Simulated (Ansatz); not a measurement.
**H2Ge–B⁺, quintet in cc-pVDZ: errors against UCCSDTQ**

Geometry: that of the H2Ge–B, quartet, kept fixed. The triplet lies 4.8 eV lower here.

```csv
atom,x (Å),y (Å),z (Å)
Ge,0.0000,0.0000,0.2232
B,0.0000,0.0000,-1.7074
H,0.0000,1.2593,1.1123
H,0.0000,-1.2593,1.1123
```

Basis cc-pVDZ; Ansatz 0.2.0. Only valence electrons are correlated (noble-gas cores and the filled d shells of p-block atoms frozen), which leaves 8 electrons in 36 orbitals. R marks a restricted (for open shells ROHF) determinant, U an unrestricted one. Active spaces: valence = (8e, 10o) chosen from the atoms' valence shells. No spin–orbit coupling is included, and no scalar relativity.

Full CI isn't at hand for all of this; UCCSDTQ serves as the reference, and is uncertain by about the last step of the cluster series. The frozen core follows each run's orbitals, which can shift R against U totals by a few meV for light atoms and by up to 0.1 eV past Ca.

- UHF ⟨S²⟩: 6.062
- T1 diagnostic (RCCSD): 0.0360
- largest doubles amplitude (RCCSD): 0.080
- T1 diagnostic (UCCSD): 0.0299

```csv
level,E − E(determinant under the R cluster runs) (eV)
UHF,-0.3720
UMP2,-2.9596
UCCSD,-3.8651
UCCSD(T),-3.9873
```

(1) Estimate how far UCCSDTQ in cc-pVDZ lies from UCCSD(T). The table doesn't fix it; the size of (T) and the diagnostics are the guide.

(1) UCCSDTQ in cc-pVDZ lies 1.77 mEh below UCCSD(T), which is 39 % of the (T) step (-4.49 mEh). T1 is raised, and the rest is a large part of (T). The miss exceeds 1 kcal/mol.

The other levels:

```csv
level,E − E(UCCSDTQ) (mEh),share of correlation (%),wall time
UCCSDT,0.31,99.79,–
UCCSDT(Q),0.05,99.97,14 s
```

The correlation energy at UCCSDTQ, counted from the determinant under the R cluster runs, is -4.035 eV. That run took 25 s on 2 threads of AMD EPYC 7R13 with a shared H100 80 GB, shared host.

Run but not shown, since their state or frozen core can't be matched to the reference's or they repeat it: RHF, RMP2, CISD, RCCSD, RCCSD(T), BCCD(T), RCCSDT, RCCSDT(Q), RCCSDTQ, CASSCF (valence space), NEVPT2 (valence space), MRCISD (valence space), MRCISD+Q (valence space).

Times hold each run's SCF and search for its determinant on a shared host, so for small cases they say little of a method's own cost; they ran on 1 thread of AMD EPYC 7R13.
